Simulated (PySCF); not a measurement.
# 2,2,2-trifluoroethanol (C₂H₃F₃O): spin-spin couplings at several levels of theory, part 2 of 2

PySCF 2.14.0. Atoms count from 0. Earlier steps stand in the parts before.

## 7. Indirect couplings: B97-2/pcJ-1

Job settings and geometry (Å):

```
{"job": {"kind": "j", "xc": "B97-2", "basis": "pcJ-1"}, "charge": 0, "multiplicity": 1}
O     -0.734021    -0.875860    -1.134543
C     -0.682059     0.127076    -0.177395
C      0.613623     0.093328     0.605386
F      1.659401     0.180368    -0.234254
F      0.683757     1.119866     1.454112
F      0.757075    -1.029902     1.301748
H     -0.008343    -0.737535    -1.753923
H     -1.508680    -0.025882     0.531797
H     -0.780744     1.148543    -0.592929
```

With the program's defaults for keys left out, this is: B97-2/pcJ-1 indirect spin-spin coupling, non-relativistic, gas phase.

What it wrote:

```text
coarse grid: 8376 points
cycle   1  E = -452.3998082651  dE =  9.443e-01  |g| = 1.065e+00  |ddm| = 2.394e+00
cycle   2  E = -452.1687783816  dE =  2.310e-01  |g| = 1.638e+00  |ddm| = 1.327e+00
cycle   3  E = -452.5817303912  dE = -4.130e-01  |g| = 6.022e-02  |ddm| = 8.467e-01
cycle   4  E = -452.5821553182  dE = -4.249e-04  |g| = 3.992e-02  |ddm| = 5.970e-02
cycle   5  E = -452.5824462020  dE = -2.909e-04  |g| = 8.611e-03  |ddm| = 2.521e-02
cycle   6  E = -452.5824557755  dE = -9.573e-06  |g| = 2.861e-03  |ddm| = 5.257e-03
final grid: 84552 points
cycle   7  E = -452.6355695944  dE = -1.932e-04  |g| = 1.540e-02  |ddm| = 1.997e-02
cycle   8  E = -452.6355441264  dE =  2.547e-05  |g| = 1.980e-02  |ddm| = 1.561e-02
cycle   9  E = -452.6355972199  dE = -5.309e-05  |g| = 1.206e-03  |ddm| = 9.866e-03
cycle  10  E = -452.6355974392  dE = -2.193e-07  |g| = 4.421e-04  |ddm| = 8.678e-04
cycle  11  E = -452.6355974661  dE = -2.693e-08  |g| = 1.126e-04  |ddm| = 2.686e-04
cycle  12  E = -452.6355974680  dE = -1.901e-09  |g| = 1.296e-05  |ddm| = 6.196e-05
cycle  13  E = -452.6355974680  dE = -2.467e-11  |g| = 2.871e-06  |ddm| = 9.802e-06
converged SCF energy = -452.6355974680

Indirect spin-spin couplings (Hz)
  i      j    bonds     total        FC       PSO       DSO        SD
  0 O    1 C    1     18.704    20.576    -0.331    -0.121    -1.419
  0 O    2 C    2     -0.451    -0.866     0.526    -0.039    -0.072
  0 O    3 F    3      3.420     1.788     1.472     0.007     0.153
  0 O    4 F    3      4.684     5.211     1.203     0.227    -1.958
  0 O    5 F    3      1.600     0.437     0.935     0.009     0.220
  0 O    6 H    1    -70.293   -58.512   -11.119    -0.382    -0.280
  0 O    7 H    2    -13.167   -12.611    -0.786     0.088     0.142
  0 O    8 H    2     -1.838    -1.472    -0.703     0.177     0.159
  1 C    2 C    1     64.283    64.128    -1.319     0.437     1.035
  1 C    3 F    2     32.305    33.175    -2.086     0.078     1.138
  1 C    4 F    2     41.215    44.729    -3.747     0.087     0.146
  1 C    5 F    2     30.958    31.693    -2.183     0.052     1.396
  1 C    6 H    2     -3.329    -3.383     0.490    -0.431    -0.005
  1 C    7 H    1    137.982   136.795    -0.201     1.177     0.212
  1 C    8 H    1    132.776   131.539    -0.131     1.189     0.179
  2 C    3 F    1   -325.539  -305.113   -30.997     1.445     9.126
  2 C    4 F    1   -337.980  -314.516   -33.317     1.413     8.440
  2 C    5 F    1   -343.742  -316.835   -35.986     1.435     7.643
  2 C    6 H    3      0.794     0.966    -0.365     0.261    -0.068
  2 C    7 H    2     -4.647    -4.806    -0.297     0.379     0.078
  2 C    8 H    2     -1.631    -1.752    -0.335     0.394     0.062
  3 F    4 F    2     69.178    24.573    -6.633    -0.425    51.664
  3 F    5 F    2     41.697    26.874   -33.890    -0.369    49.082
  3 F    6 H    4     -0.955    -0.510    -1.965     1.913    -0.393
  3 F    7 H    3     21.778    22.130     1.838    -2.183    -0.007
  3 F    8 H    3      0.969     0.122     1.220    -0.053    -0.320
  4 F    5 F    2     48.106    20.808   -21.517    -0.483    49.298
  4 F    6 H    4     -2.009    -1.049     0.835    -1.569    -0.226
  4 F    7 H    3     -2.358    -2.376     0.501    -0.011    -0.472
  4 F    8 H    3     -0.691    -0.463     0.087     0.387    -0.702
  5 F    7 H    3      3.078     2.571     0.728     0.175    -0.396
  5 F    8 H    3     24.739    25.163     1.769    -2.162    -0.031
  6 H    7 H    3     15.914    15.911     4.340    -4.375     0.039
  6 H    8 H    3      1.511     1.576     0.524    -0.650     0.061
  7 H    8 H    2    -13.099   -13.567     1.702    -1.565     0.332
```

It took 37 s on 1 thread of Arm Neoverse V1, shared host; peak memory 0.81 GiB.

In short: J(C2,F3) -335.8 Hz, J(C1,H7) 135.4 Hz, J(O0,H6) -70.3 Hz (means over like pairs).

## 8. Spin-spin couplings: CAM-B3LYP/pcJ-1

Same as in step 7 but for these lines:

```diff
@@ -1,2 +1,2 @@
-{"job": {"kind": "j", "xc": "B97-2", "basis": "pcJ-1"}, "charge": 0, "multiplicity": 1}
+{"job": {"kind": "j", "xc": "CAM-B3LYP", "basis": "pcJ-1"}, "charge": 0, "multiplicity": 1}
 O     -0.734021    -0.875860    -1.134543
```

With the program's defaults for keys left out, this is: CAM-B3LYP/pcJ-1 indirect spin-spin coupling, non-relativistic, gas phase.

What it wrote:

```text
coarse grid: 8376 points
cycle   1  E = -452.3866994888  dE =  1.023e+00  |g| = 1.106e+00  |ddm| = 2.358e+00
cycle   2  E = -452.2844029198  dE =  1.023e-01  |g| = 1.444e+00  |ddm| = 1.163e+00
cycle   3  E = -452.5892085780  dE = -3.048e-01  |g| = 4.942e-02  |ddm| = 6.445e-01
cycle   4  E = -452.5895378365  dE = -3.293e-04  |g| = 2.257e-02  |ddm| = 3.671e-02
cycle   5  E = -452.5896169848  dE = -7.915e-05  |g| = 7.321e-03  |ddm| = 1.531e-02
cycle   6  E = -452.5896249460  dE = -7.961e-06  |g| = 2.280e-03  |ddm| = 4.344e-03
final grid: 84552 points
cycle   7  E = -452.6531087640  dE = -1.848e-04  |g| = 5.343e-03  |ddm| = 1.090e-02
cycle   8  E = -452.6531076237  dE =  1.140e-06  |g| = 5.775e-03  |ddm| = 4.654e-03
cycle   9  E = -452.6531120770  dE = -4.453e-06  |g| = 4.862e-04  |ddm| = 2.521e-03
cycle  10  E = -452.6531121044  dE = -2.748e-08  |g| = 1.756e-04  |ddm| = 2.885e-04
cycle  11  E = -452.6531121100  dE = -5.558e-09  |g| = 2.820e-05  |ddm| = 1.125e-04
cycle  12  E = -452.6531121101  dE = -1.025e-10  |g| = 1.550e-05  |ddm| = 2.125e-05
converged SCF energy = -452.6531121101

Indirect spin-spin couplings (Hz)
  i      j    bonds     total        FC       PSO       DSO        SD
  0 O    1 C    1     18.465    20.727    -0.548    -0.121    -1.594
  0 O    2 C    2     -1.009    -1.406     0.526    -0.039    -0.090
  0 O    3 F    3      3.118     1.462     1.542     0.007     0.106
  0 O    4 F    3      4.274     4.827     1.155     0.227    -1.935
  0 O    5 F    3      1.512     0.368     0.925     0.009     0.210
  0 O    6 H    1    -74.171   -62.195   -11.477    -0.384    -0.115
  0 O    7 H    2    -14.181   -13.632    -0.781     0.088     0.145
  0 O    8 H    2     -2.482    -2.162    -0.684     0.177     0.187
  1 C    2 C    1     67.322    67.001    -1.344     0.435     1.231
  1 C    3 F    2     33.733    34.695    -2.230     0.078     1.189
  1 C    4 F    2     45.216    49.004    -4.015     0.087     0.141
  1 C    5 F    2     32.710    33.545    -2.343     0.051     1.457
  1 C    6 H    2     -3.312    -3.394     0.502    -0.429     0.009
  1 C    7 H    1    149.944   148.854    -0.160     1.168     0.082
  1 C    8 H    1    144.851   143.705    -0.083     1.180     0.048
  2 C    3 F    1   -319.721  -300.562   -31.019     1.443    10.417
  2 C    4 F    1   -330.635  -308.147   -33.519     1.411     9.620
  2 C    5 F    1   -337.782  -311.597   -36.355     1.433     8.737
  2 C    6 H    3      0.956     1.132    -0.360     0.261    -0.077
  2 C    7 H    2     -4.641    -4.813    -0.290     0.377     0.085
  2 C    8 H    2     -1.527    -1.659    -0.328     0.392     0.068
  3 F    4 F    2     91.961    50.013    -8.956    -0.424    51.329
  3 F    5 F    2     64.232    52.128   -36.109    -0.367    48.581
  3 F    6 H    4     -1.117    -0.726    -1.924     1.911    -0.378
  3 F    7 H    3     23.140    23.540     1.842    -2.183    -0.059
  3 F    8 H    3      1.537     0.638     1.259    -0.054    -0.307
  4 F    5 F    2     70.810    46.141   -23.677    -0.482    48.828
  4 F    6 H    4     -1.833    -0.910     0.854    -1.567    -0.210
  4 F    7 H    3     -2.254    -2.285     0.514    -0.010    -0.473
  4 F    8 H    3     -0.399    -0.186     0.096     0.387    -0.696
  5 F    7 H    3      3.764     3.219     0.753     0.176    -0.384
  5 F    8 H    3     26.048    26.522     1.757    -2.162    -0.070
  6 H    7 H    3     17.626    17.640     4.331    -4.372     0.027
  6 H    8 H    3      1.802     1.861     0.516    -0.648     0.073
  7 H    8 H    2    -14.907   -15.384     1.700    -1.569     0.346
```

Wall time 51 s (1 thread of Arm Neoverse V1, shared host); peak memory 0.82 GiB.

Key values: J(C2,F3) -329.4 Hz, J(C1,H7) 147.4 Hz, J(F3,F4) 75.7 Hz (means over like pairs).

## 9. Comparing the runs: spin-spin couplings

Couplings (Hz), each a mean over the pairs like the one named, with basis size and wall time:

| run | C2–F3 | C1–H7 | O0–H6 | C1–C2 | C1–F3 | O0–C1 | F3–F4 | functions | time |
| --- | --- | --- | --- | --- | --- | --- | --- | --- | --- |
| LDA/pcJ-1 | -365.4 | 113.4 | -61.2 | 47.8 | 32.5 | 23.9 | -15.9 | 192 | 14 s |
| PBE/pcJ-1 | -378.4 | 136.4 | -61.9 | 59.9 | 36.1 | 24.0 | 7.7 | 192 | 23 s |
| KT2/pcJ-1 | -387.0 | 144.4 | -59.7 | 49.2 | 28.9 | 27.2 | -34.7 | 192 | 23 s |
| PBE0/pcJ-1 | -337.9 | 141.6 | -69.8 | 65.4 | 36.0 | 19.9 | 74.2 | 192 | 35 s |
| B97-2/pcJ-1 | -335.8 | 135.4 | -70.3 | 64.3 | 34.8 | 18.7 | 53.0 | 192 | 37 s |
| CAM-B3LYP/pcJ-1 | -329.4 | 147.4 | -74.2 | 67.3 | 37.2 | 18.5 | 75.7 | 192 | 51 s |
| measured size | – | 147.5 | – | – | – | – | – | – | – |

Measured: liquid or solution (compiled); San Fabian, Garcia de la Vega, Suardiaz et al., Magn. Reson. Chem. 2013, 51, 775 (SI).

## 10. Summary of results

This closing draws on all 2 parts.

| quantity | value |
| --- | --- |
| point group | C1 |
| rotational constants (main isotopes) | 5.36, 2.86, 2.83 GHz |
| largest coupling of the table (LDA/pcJ-1) | 1J(C,F) C2–F3, -365.4 Hz |
| range of J(C2,F3), mean over like pairs | -387.0 to -329.4 Hz |

What this shows: Single values in the summary come from the first run of each kind that ended normally (LDA/pcJ-1), which need not be the best level. Relaxing lowered the energy by 0.118 eV in 7 steps; the close pair that moved most is O0–C1, from 1.435 to 1.387 Å. Of the pairs tabulated at LDA/pcJ-1, C2–F3 (mean over like pairs) couples most strongly (-365.4 Hz; Fermi contact -338.5 Hz). Density functionals describe couplings to fluorine poorly, F–F couplings above all, so those rows are rough. The one measured coupling, C1–H7, differs from the computed size by 34.1 Hz; vibrational averaging and surroundings are not included. The coupling C2–F3, as a mean over pairs of its kind, runs from -387.0 Hz (KT2/pcJ-1) to -329.4 Hz (CAM-B3LYP/pcJ-1). For the one measured coupling, CAM-B3LYP/pcJ-1 misses least (0.10 Hz, 51 s) and LDA/pcJ-1 most (34.10 Hz, 14 s). One molecule ranks no method: errors cancel, and vibration and temperature are missing from all runs.
